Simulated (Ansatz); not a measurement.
Two isomers of C2H3FO: A = `O/C=C\F`, B = `C=C(O)F`.

Computed with Ansatz on PBE0-D4/def2-TZVP structures; ΔE is electronic, products minus reactants. CBS: MP2 limit from def2 TZ/QZ plus the TZ coupled-cluster correction, frozen cores. Functionals use def2-TZVPP. B3LYP here is the variant with VWN-RPA as its local correlation; programs differ in this. Each species was taken in one conformer, which may not be the lowest.

A:

```xyz
7

O     1.091   -0.303    1.015
C     0.458   -0.393   -0.172
C    -0.661    0.235   -0.498
F    -1.261    1.048    0.399
H     0.593    0.294    1.586
H     0.948   -1.046   -0.881
H    -1.168    0.165   -1.448
```

B:

```xyz
7

C     0.428    0.221   -0.950
C    -0.215   -0.012    0.179
O     0.313   -0.500    1.303
F    -1.523    0.232    0.315
H    -0.106    0.621   -1.797
H     1.484    0.010   -1.017
H    -0.381   -0.572    1.967
```

**Question.** Which isomer does CCSD(T)/CBS put lower? Give the gap. (An estimate is asked.)

**Answer.** The calculation gave: B, by 6.6 kcal/mol.

**Question.** Give E(B) − E(A) in kcal/mol with HF/def2-TZVPP, PBE-D4, CCSD/def2-TZVPP, B3LYP, CCSD(T)/def2-SVP, MP2/def2-TZVPP, B2PLYP. (Best estimate.)

**Answer.** Computed: HF/def2-TZVPP -7.9, PBE-D4 -7.0, CCSD/def2-TZVPP -7.2, B3LYP -6.9, CCSD(T)/def2-SVP -7.8, MP2/def2-TZVPP -7.9, B2PLYP -7.1. None reverses the order clearly.

**Question.** Does the order hold for the free energy at 298.15 K (harmonic terms from PBE0-D4)? (Best estimate.)

**Answer.** Ansatz gave: Yes: G(B) − G(A) = -7.7 kcal/mol, for one conformer each.

Largest T1 diagnostic: 0.013.

From BLYP to BHLYP (50 % exact exchange), in def2-TZVPP and without D4, E(B) − E(A) moves by −1.2 kcal/mol. At CCSD(T), def2-SVP lies −1.3 kcal/mol from the extrapolated value and def2-TZVPP −0.5 kcal/mol.
